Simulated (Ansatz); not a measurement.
Reaction (SMILES): FCF + 2 [H][H] (H2) → C (CH4) + 2 F (HF)
B3LYP-D3(BJ)/def2-TZVP geometries, fixed; electronic energies without zero-point terms.
Largest species:
```
C
F 1 1.3618
F 1 1.3618 2 108.56
H 1 1.0913 2 108.69 3 -118.06
H 1 1.0913 4 113.42 3 -121.01
```

How fast the energy of full hydrogenation converges with the basis for several methods (Ansatz, a quantum-chemistry and plane-wave program): deviation from each method's own reference, in kcal/mol. References: B2PLYP -45.53 kcal/mol, the value in aug-pcseg-3; B3LYP -44.21 kcal/mol, the value in aug-pcseg-3; CCSD(T) -46.44 kcal/mol, Hartree-Fock in cc-pVQZ plus the correlation part extrapolated as X^-3 from cc-pVTZ and cc-pVQZ; HF -44.34 kcal/mol, the value in aug-pcseg-3; MP2 -49.07 kcal/mol, Hartree-Fock in aug-cc-pVQZ plus the correlation part extrapolated as X^-3 from aug-cc-pVTZ and aug-cc-pVQZ; PBE -44.05 kcal/mol, the value in aug-pcseg-3. Cartesian d functions, on some or all atoms, in 6-31G**, 6-31+G*; all else is spherical. In correlated methods cores are frozen. No added dispersion term, no relativity. 

```
basis            functions  B2PLYP  B3LYP  CCSD(T)     HF    MP2    PBE
---------------  ---------  ------  -----  -------  -----  -----  -----
6-31G                   31   12.04  14.31        …  -0.88  10.47  17.11
3-21G                   31   34.01  36.20        …  17.52  32.78  40.01
def2-SV(P)              46   28.86  29.91        …  21.22  28.57  32.14
cc-pVDZ                 52    9.30  12.15        …   1.35   5.47  14.26
6-31G**                 55   13.84  15.47        …   5.12  12.29  17.15
6-31+G*                 61    9.08   8.56        …   5.15  11.06   9.15
def2-SVPD               82   -2.77  -2.35        …  -3.14  -2.71  -2.21
6-311++G(2d,2p)        101   -2.51  -2.11        …  -3.47  -2.83  -1.72
def2-TZVPP             121    1.31   1.52        …   0.17   1.07   2.14
def2-TZVPD             135    1.93   1.62        …   1.26   3.24   1.62
aug-pcseg-2            184    0.12  -0.12        …   0.20   0.99  -0.04
def2-QZVPPD            261   -0.27  -0.09        …  -0.11  -0.41  -0.09
```

Question: What belongs in the gaps?

Answer: 
- 6-31G, CCSD(T): 10.90
- 3-21G, CCSD(T): 32.72
- def2-SV(P), CCSD(T): 28.36
- cc-pVDZ, CCSD(T): 4.81
- 6-31G**, CCSD(T): 11.40
- 6-31+G*, CCSD(T): 11.73
- def2-SVPD, CCSD(T): -2.42
- 6-311++G(2d,2p), CCSD(T): -2.82
- def2-TZVPP, CCSD(T): 0.74
- def2-TZVPD, CCSD(T): 3.12
- aug-pcseg-2, CCSD(T): 1.01
- def2-QZVPPD, CCSD(T): -0.60

Mean absolute deviation over 6-311++G(2d,2p), def2-TZVPP, def2-TZVPD, aug-pcseg-2: HF 1.27, B3LYP 1.34, PBE 1.38, B2PLYP 1.47, CCSD(T) 1.92, MP2 2.03 kcal/mol.
